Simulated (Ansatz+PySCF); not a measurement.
Results of a calculation; reference values are marked as such.
This PySCF input gave a total energy of -195.88867 hartree.

```python
from pyscf import gto, scf, mp

mol = gto.M(atom="""
F 0.000000 0.000000 -1.066750
F 0.000000 0.000000 1.066750
""", basis='sto-3g', charge=0, spin=0)
mf = scf.RHF(mol)
mf.kernel()
pt = mp.MP2(mf, frozen=2).run()
print(mf.e_tot, pt.e_corr, pt.e_tot)
```

Question: Write an input for Ansatz with the same method and basis set.

Answer:

```yaml
crystal:
  periodic: [false, false, false]
  atoms:
    - { symbol: F, position_ang: [0.0, 0.0, -1.06675] }
    - { symbol: F, position_ang: [0.0, 0.0, 1.06675] }
basis:
  gaussian: { orbitals: STO-3G }
hamiltonian:
  xc: hf
correlation:
  method: mp2
  frozen_orbitals: { F: 1 }
scf:
  omitted_lower_state_checks: [stability, starts, atomic_configurations, cluster_reference, orbital_swaps, given_window_search, neighbouring_geometries, increment]
```

Ansatz (development build ahead of 0.2.0) gave -195.88867 hartree, 0.00 meV from the first. Caution: large amplitudes, a single reference is doubtful; an unrestricted determinant lies well below.
